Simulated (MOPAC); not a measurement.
MOPAC input (PM3):

```
PM3 PRECISE GNORM=0.05 LET XYZ CHARGE=1 GEO-OK AUX(PRECISION=9) THREADS=1
CH3

C     0.00000000 1   -0.00000000 1    0.00000000 1
H    -0.00996657 1    1.09156801 1   -0.02069198 1
H     0.95018374 1   -0.53760457 1   -0.01343118 1
H    -0.94021717 1   -0.55396344 1    0.03412316 1
```

Output:

```
 *******************************************************************************
 **                                                                           **
 **                              MOPAC v23.2.5                                **
 **                                                                           **
 *******************************************************************************
 ** MOPAC's Digital Object Identifier: https://doi.org/10.5281/zenodo.6511958 **
 **                                                                           **
 ** Please cite the open-source release paper for use of this MOPAC version:  **
 ** J. E. Moussa and J. J. P. Stewart (2026)                                  **
 ** MOPAC: An open-source semiempirical molecular orbital program             **
 ** J. Open Source Softw., 11(119), 8025, https://doi.org/10.21105/joss.08025 **
 *******************************************************************************

                              PM3 CALCULATION RESULTS

 *******************************************************************************
 *  PM3        - The PM3 Hamiltonian to be used
 *  GEO-OK     - OVERRIDE INTERATOMIC DISTANCE AND OTHER SAFETY CHECKS
 *
 *
 *
 *                 CHARGE ON SYSTEM = +1
 *
 *
 *
 *  LET        - OVERRIDE SOME SAFETY CHECKS
 *  PRECISE    - TIGHTER CRITERIA TO BE USED
 *  XYZ        - CARTESIAN COORDINATE SYSTEM TO BE USED
 *  GNORM      - EXIT WHEN GRADIENT NORM DROPS BELOW 0.050
 *  AUX        - OUTPUT AUXILIARY INFORMATION
 *******************************************************************************
PM3 PRECISE GNORM=0.05 LET XYZ CHARGE=1 GEO-OK AUX(PRECISION=9) THREADS=1
 CH3

   ATOM   CHEMICAL          X               Y               Z
  NUMBER   SYMBOL      (ANGSTROMS)     (ANGSTROMS)     (ANGSTROMS)

     1       C          0.00000000  *  -0.00000000  *   0.00000000  *
     2       H         -0.00996657  *   1.09156801  *  -0.02069198  *
     3       H          0.95018374  *  -0.53760457  *  -0.01343118  *
     4       H         -0.94021717  *  -0.55396344  *   0.03412316  *

          CARTESIAN COORDINATES

    NO.       ATOM           X           Y           Z

     1         C          0.0000     -0.0000      0.0000
     2         H         -0.0100      1.0916     -0.0207
     3         H          0.9502     -0.5376     -0.0134
     4         H         -0.9402     -0.5540      0.0341

  H: (PM3): J. J. P. STEWART, J. COMP. CHEM. 10, 209 (1989).
  C: (PM3): J. J. P. STEWART, J. COMP. CHEM. 10, 209 (1989).

           Empirical Formula: C H3  =     4 atoms

      MOLECULAR POINT GROUP   :   D3h

      RHF CALCULATION, NO. OF DOUBLY OCCUPIED LEVELS = 3

          Geometry optimization using EF

          DIAGONAL MATRIX USED AS START HESSIAN

 CYCLE:     1  GRAD.:    16.608 HEAT:  256.7279
 CYCLE:     2  GRAD.:    54.539 HEAT:  258.1438
 CYCLE:     3  GRAD.:     2.020 HEAT:  256.5455
 CYCLE:     4  GRAD.:     0.230 HEAT:  256.5430
 CYCLE:     5  GRAD.:     0.001 HEAT:  256.5429

     GRADIENT =  0.00075 IS LESS THAN CUTOFF =  0.05000

 -------------------------------------------------------------------------------
 PM3 PRECISE GNORM=0.05 LET XYZ CHARGE=1 GEO-OK AUX(PRECISION=9) THREADS=1
 CH3

     GEOMETRY OPTIMISED USING EIGENVECTOR FOLLOWING (EF).
     SCF FIELD WAS ACHIEVED

                              PM3 CALCULATION
                                                       MOPAC v23.2.5 Linux

          FINAL HEAT OF FORMATION =        256.54293 KCAL/MOL =    1073.37564 KJ/MOL

          COSMO AREA              =         53.64 SQUARE ANGSTROMS
          COSMO VOLUME            =         36.13 CUBIC ANGSTROMS

          GRADIENT NORM           =          0.00075          =       0.00037 PER ATOM
          IONIZATION POTENTIAL    =         22.694448 EV
          HOMO LUMO ENERGIES (EV) =        -22.694 -9.825
          NO. OF FILLED LEVELS    =          3
          MOLECULAR WEIGHT        =         15.0347         POINT GROUP:  D3h

          MOLECULAR DIMENSIONS (Angstroms)

            Atom       Atom       Distance
            H     4    H     3     1.86912
            H     3    H     2     1.61870
            C     1    H     4     0.00000

          SCF CALCULATIONS        =          6

   ATOM   CHEMICAL          X               Y               Z
  NUMBER   SYMBOL      (ANGSTROMS)     (ANGSTROMS)     (ANGSTROMS)

     1       C         -0.00000001  *   0.00000007  *  -0.00000000  *
     2       H         -0.00985088  *   1.07889736  *  -0.02045179  *
     3       H          0.93915440  *  -0.53136431  *  -0.01327528  *
     4       H         -0.92930351  *  -0.54753329  *   0.03372707  *

                             CARTESIAN COORDINATES

   1    C       -0.000000005     0.000000068    -0.000000001
   2    H       -0.009850878     1.078897358    -0.020451793
   3    H        0.939154403    -0.531364307    -0.013275276
   4    H       -0.929303507    -0.547533285     0.033727073

           Empirical Formula: C H3  =     4 atoms

      MOLECULAR POINT GROUP   :   D3h

                  EIGENVALUES
 -36.26261 -22.69445 -22.69445  -9.82530  -5.04101  -3.68552  -3.68552

              NET ATOMIC CHARGES AND DIPOLE CONTRIBUTIONS

  ATOM NO.   TYPE          CHARGE      No. of ELECS.   s-Pop       p-Pop
    1          C           0.781401        3.2186     1.23162     1.98698
    2          H           0.072866        0.9271     0.92713
    3          H           0.072866        0.9271     0.92713
    4          H           0.072866        0.9271     0.92713
 DIPOLE           X         Y         Z       TOTAL
 POINT-CHG.     0.000    -0.000     0.000     0.000
 HYBRID        -0.000     0.000    -0.000     0.000
 SUM            0.000    -0.000     0.000     0.000

          ATOMIC ORBITAL ELECTRON POPULATIONS

     Atom    s        px        py        pz
    1  C   1.23162   0.99287   0.99313   0.00099
    2  H   0.92713
    3  H   0.92713
    4  H   0.92713

 **********************
 *                    *
 * JOB ENDED NORMALLY *
 *                    *
 **********************

 == MOPAC DONE ==
```

The dipole moment of an ion depends on the origin.
